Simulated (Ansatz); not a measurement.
System: rutile SnO2. Method: r²SCAN (PAW; Ansatz, a program for electronic structure).

A relaxed, unreconstructed slab of the (110) face has 24 atoms, two equal faces of 21.546 Å² each and an energy of -57406.1815 eV. A bulk cell of 12 atoms with the same orientation and in-plane k mesh has -28704.8556 eV. Energies are extrapolated to zero smearing.

Settings: plane-wave cutoff 500 eV, 8×4×1 k mesh (along the axes of the cell as run), gaussian smearing 0.02 eV, scalar-relativistic PAW data made under PBE.

Worked out: γ = (E_slab − N E_bulk per atom)/2A = [-57406.1815 − 24 × (-28704.8556/12)]/(2 × 21.546) = 0.0819 eV/Å². With 16.022 J/m² per eV/Å² this is 1.31 J/m², or 1.76 eV per surface cell and face.
